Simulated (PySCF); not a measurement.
## CH₃: umbrella–stretch map

Level of theory: UPBE/[C def2-TZVP, H def2-TZVP], no relativity, density fitting, PySCF.

Rigid scan from the doublet minimum (C–H 1.087 Å (×3); H–C–H 120.0° (×3)). Coordinate: rows: all bonds scaled; columns: angle to the threefold axis. Energies in kJ/mol from the minimum.

| scale \ angle | 60 | 66 | 72 | 78 | 84 | 90 |
| --- | --- | --- | --- | --- | --- | --- |
| 0.95 | 126.1 | 76.0 | 44.4 | ? | 18.7 | 16.4 |
| 0.98 | ? | 57.6 | 27.8 | 11.6 | ? | ? |
| 1.00 | 99.0 | 52.2 | 23.5 | 8.3 | 1.7 | 0.0 |
| 1.03 | 97.6 | 52.8 | ? | 11.9 | 6.3 | 5.0 |
| 1.07 | 109.2 | 67.0 | 42.3 | 30.3 | 26.0 | 25.1 |

(1) Fill in the five missing cells, row by row.

Results:

(1) 26.8, 105.8, 4.4, 2.5, 25.8.

The bond scale of lowest energy on the grid is 1.03 at 60°, 1.00 at 66°, 1.00 at 72°, 1.00 at 78°, 1.00 at 84°, 1.00 at 90°.

Other isomers or separated fragments may lie lower.
